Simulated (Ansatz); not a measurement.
C2H2FNS (`NC1=C(F)S1`). The species carries charge 0 and has multiplicity 1.

```csv
atom,x (Å),y (Å),z (Å)
N1,0.772,0.825,0.023
C2,-0.314,0.090,-0.001
C3,-0.759,-1.076,-0.681
F4,-0.291,-2.203,-0.113
S5,-1.802,0.141,0.719
H6,1.593,0.531,-0.481
H7,0.800,1.692,0.534
```

**Question.** Give the diagnostics of a CCSD(T)/def2-TZVPP run (frozen core, the Gaussian-basis code of Ansatz). (Best estimate.)

**Answer.** Computed: T1 = 0.0212, largest single amplitude 0.045, largest double 0.044, (T) share of the correlation energy 4.8 %, 13 CCSD cycles. The RHF solution is stable towards an unrestricted one. T1 lies over the customary mark of 0.02 for closed shells.
